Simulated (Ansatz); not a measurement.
Kohn–Sham single points on C3H7FO, SMILES `COC(C)F`.

```yaml
crystal:
  periodic: [false, false, false]
  atoms:
    - {symbol: C, position_ang: [-1.782023, 0.551805, -0.021312]}
    - {symbol: O, position_ang: [-0.431851, 0.559191, -0.434237]}
    - {symbol: C, position_ang: [0.370376, -0.304433, 0.262948]}
    - {symbol: C, position_ang: [1.734086, -0.335050, -0.360335]}
    - {symbol: F, position_ang: [0.486984, 0.124242, 1.583410]}
    - {symbol: H, position_ang: [-2.326183, 1.202616, -0.704107]}
    - {symbol: H, position_ang: [-2.202465, -0.460320, -0.076924]}
    - {symbol: H, position_ang: [-1.887500, 0.927429, 0.999870]}
    - {symbol: H, position_ang: [-0.091784, -1.301538, 0.327877]}
    - {symbol: H, position_ang: [2.145343, 0.675129, -0.381188]}
    - {symbol: H, position_ang: [1.667739, -0.713396, -1.381041]}
    - {symbol: H, position_ang: [2.394077, -0.980776, 0.218938]}
basis:
  gaussian: {orbitals: def2-TZVPP}
hamiltonian: {xc: {name: r2SCAN0}, dispersion: d4}
output: {orbitals: {seedname: orbitals}}
```

```sh
$ ansatz run in.yaml --threads 4 --pin off --events-out ev --progress --plain
```

It prints (some lines left out):

```
Functional definition: r2SCAN0
1260 factors; their error is unknown
mean field evaluation 1: about -7981.3024 eV, gradient 5.5e1 eV
mean field evaluation 2: about -7981.5112 eV, gradient 5.4e1 eV
mean field evaluation 4: about -7987.3321 eV, gradient 2.3e0 eV
mean field evaluation 8: about -7987.3490 eV, gradient 2.9e-2 eV
mean field evaluation 16: about -7987.3465 eV, gradient 1.2e-4 eV
mean field -7987.34645789 eV, -293.5295683097 hartree, gradient 2.4e-5 eV, S^2 0.000000; 0 other end points of the search recorded, 0 dependent functions left out
reference -7987.34646720 eV, -293.5295686516 hartree; 21, 21 occupied and 232, 232 virtual orbitals, 1260 factors
Total energy: -7987.39866649 eV, -293.5314869401 hartree
```

It took 4.9 s on 4 threads of a server CPU on a shared host, with 0.56 GiB of host memory at the peak.

The same input with `hamiltonian: {xc: hse06, dispersion: d4}` (abridged; 3.1 s):

```
Functional definition: HSE06
mean field evaluation 16: about -7983.2999 eV, gradient 5.8e-5 eV
mean field -7983.29988886 eV, -293.3808596407 hartree, gradient 5.9e-5 eV, S^2 0.000000
Total energy: -7983.43601173 eV, -293.3858620637 hartree
```

Changing it to `hamiltonian: {xc: {name: wB97M-V}}` and forces (abridged; 12 s):

```
Functional definition: wB97M-V
mean field evaluation 16: about -7989.3272 eV, gradient 5.9e-4 eV
mean field -7989.32723757 eV, -293.6023606201 hartree, gradient 4.9e-5 eV, S^2 0.000000
Total energy: -7989.32728460 eV, -293.6023623485 hartree
Atom 0 force    -0.297226     0.010208     0.092146 eV/Å
Atom 1 force     0.095361     0.142066    -0.161260 eV/Å
Atom 2 force    -0.016705    -0.320790    -0.062402 eV/Å
Atom 3 force     0.176436    -0.005805    -0.072928 eV/Å
Atom 4 force     0.006250     0.082308     0.184700 eV/Å
Atom 5 force     0.042102    -0.059806     0.065482 eV/Å
Atom 6 force     0.042623     0.083742     0.005264 eV/Å
Atom 7 force     0.011617    -0.034627    -0.090090 eV/Å
Atom 8 force     0.034274     0.096799    -0.007116 eV/Å
Atom 9 force    -0.043300    -0.071789     0.007781 eV/Å
Atom 10 force    -0.001226     0.028486     0.078866 eV/Å
Atom 11 force    -0.050207     0.049208    -0.040441 eV/Å
Dipole moment:    -0.144055    -0.216881    -0.187428 e Å
```

Changing it to `hamiltonian: {xc: pbe0, dispersion: d4}` (abridged; 2.9 s):

```
Functional definition: PBE0
mean field evaluation 16: about -7983.7000 eV, gradient 2.6e-5 eV
mean field -7983.70000610 eV, -293.3955636780 hartree, gradient 2.6e-5 eV, S^2 0.000000
Total energy: -7983.84858574 eV, -293.4010238790 hartree
```

Changing it to `hamiltonian: {xc: {name: r2SCANh}, dispersion: d4}` (abridged; 4.9 s):

```
Functional definition: r2SCANh
mean field evaluation 16: about -7987.9029 eV, gradient 4.4e-5 eV
mean field -7987.90288892 eV, -293.5500167728 hartree, gradient 4.4e-5 eV, S^2 0.000000
Total energy: -7987.95066934 eV, -293.5517726709 hartree
```

The same input with `hamiltonian: {xc: {name: CAM-B3LYP}, dispersion: d4}` (abridged; 3.3 s):

```
Functional definition: CAM-B3LYP
mean field evaluation 16: about -7989.4254 eV, gradient 7.1e-5 eV
mean field -7989.42535266 eV, -293.6059662834 hartree, gradient 7.1e-5 eV, S^2 0.000000
Total energy: -7989.57199108 eV, -293.6113551460 hartree
```

HSE06 is the plane-wave form, built on full-range PBE exchange.
